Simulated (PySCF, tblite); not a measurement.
**C3H7NO, a complex of two parts: NMR shifts, interaction energy, spin-spin couplings and core binding energies**

Aim: the NMR shifts, interaction energy, spin-spin couplings and core binding energies of `CO` with `CC#N`.

Computed with tblite 0.8.0 and PySCF 2.14.0; each step states its level. No surroundings beyond the atoms listed, unless a continuum is named. Atoms count from 0, parts from 1.

## 1. The system as given

12 atoms, charge 0, multiplicity 1; geometry: rigid parts in contact. Parts: 1 = atoms 0–5, `CO`, charge 0; 2 = atoms 6–11, `CC#N`, charge 0.

## 2. Search for minima with GFN2-xTB

Job settings and geometry (Å):

```
{"job": {"kind": "dock", "xc": "GFN2-xTB", "basis": "xTB"}, "charge": 0, "multiplicity": 1, "parts": [{"atoms": "0-5", "charge": 0, "multiplicity": 1}, {"atoms": "6-11", "charge": 0, "multiplicity": 1}]}
C     -0.361990     0.006546     0.026425
O      0.968425    -0.075545     0.474410
H     -0.991437    -0.074017     0.910689
H     -0.565337     0.962567    -0.468160
H     -0.609483    -0.809561    -0.660905
H      1.559821    -0.009989    -0.282459
C      0.396409     1.559984    -3.389277
C      1.524645     1.102961    -2.626198
N      2.421907     0.739430    -2.019268
H     -0.435974     0.869774    -3.257565
H      0.102325     2.551175    -3.046264
H      0.664818     1.606623    -4.443961
```

Method: GFN2-xTB search for minima from random contacts, gas phase.

Launch:

```sh
> OMP_NUM_THREADS=1 python cluster_run.py task.json out
```

The driver reads the jobs from task.json and runs them one after another.

**Question.** The jobs that follow are: PBE0-D3(BJ)/def2-SVPD geometry optimisation, gas phase; GIAO PBE0/pcSseg-2 NMR shielding, non-relativistic, gas phase; wB97M-D3(BJ)/def2-SVPD interaction energy, counterpoise and uncorrected, gas phase; PBE0-D3(BJ)/def2-SVPD interaction energy, counterpoise and uncorrected, gas phase; B3LYP/pcJ-1 indirect spin-spin coupling, non-relativistic, gas phase; delta-SCF UKS SCAN, pcX-2 on the ionised atom, pcseg-1 elsewhere, spin-free X2C. Predict: binding energy (GFN2-xTB); point group; rotational constants (main isotopes); shieldings of C, H (PBE0/pcSseg-2); largest proton shift on binding; interaction energy, counterpoise (wB97M-D3(BJ)/def2-SVPD); superposition error; binding energy (with deformation); largest coupling of the table (B3LYP/pcJ-1); C1s binding energies, SCAN/pcX-2 (standing for 1 of 3 atoms); O1s binding energies, SCAN/pcX-2.

The runs gave:

```
                                                    quantity                                                                                  value
                                   binding energy (GFN2-xTB)                                                                         -4.35 kcal/mol
                                                 point group                                                                                     C1
                        rotational constants (main isotopes)                                                                  21.18, 1.25, 1.20 GHz
                          shieldings of C, H (PBE0/pcSseg-2)  C7 61.2, C0 131.8, C6 183.8, H4 27.9, H3 28.0, H2 28.0, H5 29.1, H9 29.4 ppm and more
                             largest proton shift on binding                                                                          H5, +2.71 ppm
   interaction energy, counterpoise (wB97M-D3(BJ)/def2-SVPD)                                                                         -5.31 kcal/mol
                                         superposition error                                                                          1.42 kcal/mol
                           binding energy (with deformation)                                                                         -5.12 kcal/mol
                 largest coupling of the table (B3LYP/pcJ-1)                                                                ¹J(C,H) C0–H2, 146.8 Hz
C1s binding energies, SCAN/pcX-2 (standing for 1 of 3 atoms)                                                                           C0 291.57 eV
                            O1s binding energies, SCAN/pcX-2                                                                           O1 537.58 eV
 range of the interaction energy over the runs of this table                                                                -5.65 to -5.31 kcal/mol
```

In the structure that the search hands on, at its xTB geometry, the leading contact, judged by the atoms' radii, is H5···N8 (hydrogen bond, 1.96 Å). A later relaxation moves these distances. The optimisation took 4 steps and gained 0.070 eV; among the close pairs (by a distance rule), C0–H2 changed most, from 1.074 to 1.099 Å. No frequency check was run at this level, so the end point may be a saddle. At PBE0/pcSseg-2: The largest span, 503 ppm, is at N8, where the paramagnetic term is -360 ppm. On binding (GIAO PBE0/pcSseg-2 NMR shielding, non-relativistic, gas phase), H5 moves most among the protons, 2.71 ppm downfield. The attractive terms split as electrostatic 61 %, orbital 32 %, dispersion 7 %, against 7.47 kcal/mol of Pauli repulsion. The terms sum to the uncorrected energy, so the orbital term holds the superposition error. The superposition error is 27 % of the corrected value, so this basis is small for the task. In the run at B3LYP/pcJ-1, the largest coupling of the table is C0–H2, 146.8 Hz, of which the Fermi-contact term gives 145.5 Hz. Binding moves the O1s level of O1 by -1.43 eV. The interaction energy runs from -5.65 (PBE0-D3(BJ)/def2-SVPD) to -5.31 kcal/mol (wB97M-D3(BJ)/def2-SVPD).
